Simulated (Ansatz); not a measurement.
# CH2NSi (SMILES N#C[SiH2]) at 6 levels

We compute a comparison of 6 runs (U-r2SCAN/STO-3G, UB3LYP/STO-3G, RPA@PBE/STO-3G, UBCCD(T)/STO-3G, UCCSD/STO-3G, UCCSD(T)/STO-3G) of CH2NSi. 

The results are computed with Ansatz 0.2.0.

74 further runs of the same task are left out: 5 that didn't finish, 69 set aside as unsound or not needed.

### Step 1. Starting point

The species is CH2NSi (5 atoms), meant as a doublet with charge 0. SMILES: `N#C[SiH2]`. The C2–N1 distance was set to 2.887 Å, away from the relaxed value. At this shape a bond of the SMILES string is far longer than usual.

Bond lengths: C2–Si3 1.830 Å, Si3–H4 1.480 Å, Si3–H5 1.480 Å. Angles: C2–Si3–H4 109.4°, C2–Si3–H5 109.4°, H4–Si3–H5 114.2°.

### Step 2. A single-point energy at U-r2SCAN/STO-3G (run 1)

Input file in.yaml:

```yaml
basis:
  gaussian: {orbitals: STO-3G}
crystal:
  periodic: [false, false, false]
  atoms:
    - {symbol: "N", position_ang: [1.755666, -2.110220, 2.874929]}
    - {symbol: C, position_ang: [0.565900, -0.625200, 0.703900]}
    - {symbol: Si, position_ang: [-0.092000, 0.267800, -0.751900]}
    - {symbol: H, position_ang: [-1.455400, -0.223000, -1.053700]}
    - {symbol: H, position_ang: [-0.010400, 1.726000, -0.511800]}
magnetization: {spin_polarized: true, initial_magnetization: 1}
hamiltonian: {xc: r2scan}
accuracy: high
```

Command:

```console
$ ansatz run in.yaml --threads 1 --pin off --max-ram 2610MiB --events-out events.jsonl --progress --plain --runs-dir runs
```

The log of the run:

```text
Warning: RAYON_NUM_THREADS=1 ignored (pool sized by the plan → 1); use --threads N
Functional definition: r2SCAN
  name "r2SCAN"
  parameter k0 = 0.174
  parameter k1 = 0.065
  parameter a1 = 4.9479
  exchange = r2scan_x(k0 = k0, k1 = k1, a1 = a1)
  correlation = r2scan_c
350 factors; integrals over basis functions are off by at most 1.4e-8 eV
mean field evaluation 1: about -10251.5127 eV, gradient 4.7e1 eV
mean field evaluation 2: about -9983.5819 eV, gradient 4.7e1 eV
mean field evaluation 4: about -10237.2777 eV, gradient 5.2e1 eV
mean field evaluation 8: about -10296.7436 eV, gradient 3.2e0 eV
mean field evaluation 16: about -10300.7124 eV, gradient 8.2e-2 eV
mean field evaluation 32: about -10299.3360 eV, gradient 3.4e-3 eV
mean field evaluation 64: about -10300.7038 eV, gradient 5.5e-1 eV
mean field -10300.71287498 eV, -378.5442160814 hartree, gradient 2.7e-8 eV, S^2 3.039438; 6 other end points of the search recorded, 0 dependent functions left out
reference -10300.71287575 eV, -378.5442161099 hartree; 15, 14 occupied and 6, 7 virtual orbitals, 350 factors
Total energy: -10300.71287575 eV, -378.5442161099 hartree
```

It took 12 s on 1 thread of Arm Neoverse V1, shared host; peak memory 0.23 GiB.

### Step 3. A single-point energy at UB3LYP/STO-3G (run 2)

Input file input.yaml:

```yaml
basis:
  gaussian: {orbitals: STO-3G}
crystal:
  periodic: [false, false, false]
  atoms:
    - {symbol: N, position_ang: [1.755666, -2.110220, 2.874929]}
    - {symbol: C, position_ang: [0.565900, -0.625200, 0.703900]}
    - {symbol: Si, position_ang: [-0.092000, 0.267800, -0.751900]}
    - {symbol: H, position_ang: [-1.455400, -0.223000, -1.053700]}
    - {symbol: H, position_ang: [-0.010400, 1.726000, -0.511800]}
magnetization: {spin_polarized: true, initial_magnetization: 1}
hamiltonian: {xc: {name: B3LYP}}
accuracy: high
```

Command:

```console
$ ansatz run input.yaml --threads 1 --pin off --max-ram 2610MiB --events-out events.jsonl --progress --plain --runs-dir runs
```

The log of the run:

```text
Warning: RAYON_NUM_THREADS=1 ignored (pool sized by the plan → 1); use --threads N
Functional definition: B3LYP
  name "B3LYP"
  parameter a0 = 0.2
  parameter ax = 0.72
  parameter ac = 0.81
  exchange = (1 - a0 - ax)*slater_x + ax*b88_x + a0*exact_x
  correlation = (1 - ac)*vwn_rpa_c + ac*lyp_c
350 factors; integrals over basis functions are off by at most 1.4e-8 eV
mean field evaluation 1: about -10250.8528 eV, gradient 4.7e1 eV
mean field evaluation 2: about -9984.3839 eV, gradient 4.6e1 eV
mean field evaluation 4: about -10205.8176 eV, gradient 2.8e1 eV
mean field evaluation 8: about -10298.5842 eV, gradient 4.0e0 eV
mean field evaluation 16: about -10300.7045 eV, gradient 4.5e-2 eV
mean field evaluation 32: about -10300.7059 eV, gradient 1.5e-8 eV
mean field evaluation 64: about -10302.0378 eV, gradient 2.5e-8 eV
mean field -10302.03775473 eV, -378.5929045145 hartree, gradient 2.5e-8 eV, S^2 2.853868; 3 other end points of the search recorded, 0 dependent functions left out
reference -10302.03778498 eV, -378.5929056261 hartree; 15, 14 occupied and 6, 7 virtual orbitals, 350 factors
Total energy: -10302.03778498 eV, -378.5929056261 hartree
```

Run time: 9.3 s. Hardware: 1 thread of Arm Neoverse V1, shared host; peak memory 0.13 GiB.

Runs 3 to 5 aren't shown in full; the table further down has their settings and results.

### Step 4. The energy at UCCSD(T)/STO-3G (run 6)

Input file input.yaml:

```yaml
crystal:
  periodic: [false, false, false]
  atoms:
    - {symbol: "N", position_ang: [1.755666, -2.110220, 2.874929]}
    - {symbol: C, position_ang: [0.565900, -0.625200, 0.703900]}
    - {symbol: Si, position_ang: [-0.092000, 0.267800, -0.751900]}
    - {symbol: H, position_ang: [-1.455400, -0.223000, -1.053700]}
    - {symbol: H, position_ang: [-0.010400, 1.726000, -0.511800]}
basis:
  gaussian: {orbitals: STO-3G}
magnetization: {spin_polarized: true, initial_magnetization: 1}
correlation: {method: ccsd_t, frozen_orbitals: {C: 1, H: 0, "N": 1, Si: 5}}
accuracy: high
scf: {omitted_lower_state_checks: [cluster_reference, increment]}
```

Command:

```console
$ ansatz run input.yaml --threads 1 --pin off --max-ram 2610MiB --events-out events.jsonl --progress --plain --runs-dir runs
```

The log of the run:

```text
Warning: RAYON_NUM_THREADS=1 ignored (pool sized by the plan → 1); use --threads N
[... 15 lines left out ...]
7 core orbitals not correlated: weight in the atoms' cores, before any rotation towards them, 1.000 or more for the frozen orbitals, at most 0.000 for the correlated occupied ones
[... 83 lines left out ...]
Total energy: -10279.70392258 eV, -377.7721513212 hartree
Checks for a lower state left out: cluster_reference, increment
```

Run time: 0.76 s. Hardware: 1 thread of Arm Neoverse V1, shared host.

### Step 5. All runs side by side

| run | level | frozen core orbitals | energy (Eh) | ⟨S²⟩ | wall time |
| --- | --- | --- | --- | --- | --- |
| 1 | U-r2SCAN/STO-3G | – | -378.544216 | 3.039 | 12 s |
| 2 | UB3LYP/STO-3G | – | -378.592906 | 2.854 | 9.3 s |
| 3 | RPA@PBE/STO-3G | 7 | -377.834849 | 2.723 | 13 s |
| 4 | UBCCD(T)/STO-3G | 7 | -377.772200 | 3.561 | 1.1 s |
| 5 | UCCSD/STO-3G | 7 | -377.770309 | 3.561 | 0.75 s |
| 6 | UCCSD(T)/STO-3G | 7 | -377.772151 | 3.561 | 0.76 s |

### Step 6. Outcome

```
                                          quantity          value
                               run 6: total energy  -377.77215 Eh
run 6: correlation energy (7 core orbitals frozen)      -76.4 mEh
                             run 6: (T) correction      -1.84 mEh
          run 6: ⟨S²⟩ of the reference determinant          3.561
                              run 6: T1 diagnostic          0.053
```

**Reading.** Totals of different functionals can't be ranked against each other. In runs 1, 2, 3, 4, 5, 6 the basis is minimal, so the values are rough. Spin contamination of the reference: run 4 ⟨S²⟩ = 3.56, run 5 ⟨S²⟩ = 3.56, run 6 ⟨S²⟩ = 3.56, run 1 ⟨S²⟩ = 3.04, run 2 ⟨S²⟩ = 2.85, run 3 ⟨S²⟩ = 2.72. Where it is this large, the reference is a mixture of spin states, and values that rest on it are in doubt. All runs together took 37 s, the longest 13 s.
